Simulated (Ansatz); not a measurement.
Geometry optimisation, UKS B3LYP-D4/STO-3G in Ansatz 0.2.0.

The input (input.yaml):

```yaml
crystal:
  periodic: [false, false, false]
  atoms:
    - { symbol: O, position_ang: [1.219, -0.3602, -1.3708] }
    - { symbol: C, position_ang: [0.9427, -0.3602, 0.0409] }
    - { symbol: S, position_ang: [0.7358, 1.1911, 0.7799] }
    - { symbol: C, position_ang: [-0.3566, 0.0017, 0.5281] }
    - { symbol: O, position_ang: [-1.409, 0.3054, -0.4782] }
    - { symbol: F, position_ang: [-0.8946, -0.6629, 1.6494] }
    - { symbol: H, position_ang: [0.4923, 0.2104, -1.8041] }
    - { symbol: H, position_ang: [1.5448, -1.0702, 0.6072] }
    - { symbol: H, position_ang: [-2.1858, 0.6985, 0.0305] }
magnetization:
  spin_polarized: true
basis:
  gaussian: { orbitals: STO-3G }
hamiltonian:
  xc: b3lyp
  dispersion: d4
relax:
  f_tol: 0.02
  max_steps: 40
```

Launched with:

```bash
$ ansatz run input.yaml --threads 1 --pin off --max-ram 2048MiB --backend cpu --events-out ev --progress --plain --runs-dir out
```

**Question.** Where does it end, and by what steps?

**Answer.** It converged. Limits of this set-up: minimal basis. After 12 steps the energy has fallen by 1.418 eV; H9 moved furthest, 0.69 Å. The start is strongly strained (largest force component 9 eV/Å).

```csv
step,energy less start (eV),largest force component (eV/Å),accepted
0,0.0000,9.094,yes
1,-1.0806,3.622,yes
2,-1.3156,1.089,yes
3,-1.3571,0.238,yes
4,-1.3713,0.257,yes
5,-1.3877,0.551,yes
6,-1.4001,0.528,yes
7,-1.4116,0.329,yes
8,-1.4157,0.154,yes
9,-1.4174,0.102,yes
10,-1.4180,0.042,yes
11,-1.4182,0.022,yes
12,-1.4183,0.009,yes
```

```xyz
9
Properties=species:S:1:pos:R:3
O 1.021 -0.257 -1.387
C 1.010 -0.283 0.032
S 0.736 1.313 1.002
C -0.399 -0.064 0.637
O -1.317 0.086 -0.514
F -0.963 -0.843 1.632
H 0.004 -0.023 -1.516
H 1.729 -0.991 0.485
H -1.734 1.014 -0.389
```

Whether the end is a true minimum wasn't checked by a vibrational analysis.

The run took 87 s on 1 thread of Arm Neoverse N1 (shared host), peak memory 0.17 GiB.
